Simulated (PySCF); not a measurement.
Heteronuclear NMR

Geometry (Å), atoms numbered from 1 in this order:
```xyz
14

C     1.403   -0.297    0.215
C     0.014   -0.155   -0.404
C    -1.012   -1.028    0.314
C    -0.436    1.304   -0.356
F    -0.405    1.792    0.909
F     0.392    2.096   -1.083
H     1.743   -1.326    0.137
H     2.114    0.345   -0.299
H     1.375   -0.016    1.266
H     0.057   -0.430   -1.463
H    -1.990   -0.947   -0.156
H    -0.700   -2.068    0.284
H    -1.099   -0.723    1.354
H    -1.457    1.453   -0.741
```

Calculated, not measured (PySCF 2.14): PBE0/pcSseg-1 with gauge-including orbitals, structure optimised with GFN2-xTB. Single conformer, no solvent, non-relativistic, equivalent nuclei averaged.

Problem. Predict the ¹⁹F NMR data.

Solution. 
```json
{"atoms": "F5/F6", "environment": "fluorine of a CF2 group", "σ (ppm)": "321.4", "δ (ppm)": "-129.4"}
```

Shieldings were converted by a linear fit to measured shifts: ¹⁹F (scatter 6.0 ppm rms, 7.0 ppm with the 5 outliers that the fit left out vs CFCl3, solution or neat liquid, with a term for F on sp3 carbon). A few per cent of atoms miss by over 2 rms, more outside the fitted compound classes.

On a 500 MHz spectrometer ¹⁹F resonates near 470.5 MHz, so 1 ppm is 470.5 Hz.
